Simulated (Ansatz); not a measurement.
# AlBHO (quartet): the correlation ladder, cc-pVDZ

An exercise on one series of results from a longer session: the logs are not shown, and one member is left open.

Computed with Ansatz 0.2.0, Gaussian basis. Level: cc-pVDZ, core rule «outside noble gas», up to 7 orbitals frozen.

The runs, in order: UHF; CCSD(T) on ROHF; CCSD(T) on UHF; BCCD(T) on ROHF; CISD; CCSDT(Q) on ROHF; CCSDT(Q) on UHF.

17 further runs of the same task are left out: 6 that didn't finish, 11 set aside as unsound or not needed.

## The geometry

The geometry is a PBE0/def2-TZVP stationary point (not a proven minimum) of the parent state, kept for this charge and spin.

4 atoms, charge 0, spin multiplicity 4.

Atoms are counted from 1 here; the program's logs count them from 0.

Bond lengths: B1–Al2 2.029 Å, B1–H4 1.182 Å, Al2–O3 1.599 Å. Angles: Al2–B1–H4 180.0°, B1–Al2–O3 180.0°.

Coordinates:

```xyz
4
charge 0, multiplicity 4
B     0.00000    0.00000    1.11900
Al    0.00000    0.00000   -0.91040
O     0.00000    0.00000   -2.50930
H     0.00000    0.00000    2.30070
```

The first run:

in.yaml reads:

```yaml
crystal:
  periodic: [false, false, false]
  atoms:
    - {symbol: B, position_ang: [0.000000, 0.000000, 1.119000]}
    - {symbol: Al, position_ang: [0.000000, 0.000000, -0.910400]}
    - {symbol: O, position_ang: [0.000000, 0.000000, -2.509300]}
    - {symbol: H, position_ang: [0.000000, 0.000000, 2.300700]}
basis:
  gaussian: {orbitals: cc-pVDZ}
magnetization: {spin_polarized: true, initial_magnetization: 3}
hamiltonian: {xc: hf}
output: {orbitals: {seedname: orbitals}}
```

The run is started by

```sh
> ansatz run in.yaml --threads 1 --pin off --events-out ev --progress --plain --max-ram 2393MiB
```

Steps of the session up to this table: UHF; CCSD(T) on ROHF; CCSD(T) on UHF; BCCD(T) on ROHF; CISD; CCSDT(Q) on ROHF; CCSDT(Q) on UHF.

One table of the session follows, with a row left open; its other results are not shown here.

It belongs to the step «Misses and costs». 

| method | from UCCSDT(Q) (kcal/mol) |
| --- | --- |
| ROHF | +185.83 |
| UHF | +181.54 |
| RMP2 | +27.03 |
| UMP2 | +27.14 |
| CISD | +21.20 |
| RCCSD | +6.18 |
| UCCSD | +6.09 |
| RCCSD(T) | +1.47 |
| UCCSD(T) | +1.46 |
| BCCD(T) | +1.47 |
| RCCSDT | ? |
| UCCSDT | +0.46 |
| RCCSDT(Q) | +0.05 |
| UCCSDT(Q) | 0 |

Estimate the missing values for RCCSDT.

As computed: from UCCSDT(Q) (kcal/mol): +0.49. In the column «from UCCSDT(Q) (kcal/mol)» it lies between UCCSDT (+0.46) and UCCSD(T) (+1.46).

Caveats from the session: Restricted and unrestricted rows rest on different reference determinants; where their highest levels disagree by more than a few hundredths of an eV, they describe different states and don't form one ladder.
